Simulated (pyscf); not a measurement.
Structures and frequencies: ωB97X-D3(BJ)/def2-SVP in PySCF.

Question: Estimate the classical barrier height and the reaction energy of H₂N–SiH₂–F + silane (SiH₄) -> F–SiH₂–NH–SiH₃ + hydrogen (H₂) at ωB97M-D3(BJ)/def2-TZVP. The step runs on the singlet surface, breaks H–N, H–Si and forms N–Si, H–H; take the separated reactants as zero.

Answer: ΔE‡ = 47.4 kcal/mol, ΔE = -6.8 kcal/mol. Zero-point energy shifts the barrier by -1.0 kcal/mol. It is a four-centre exchange, with an imaginary mode of 1425i cm⁻¹. One saddle was located; it need not be the lowest between these sides.
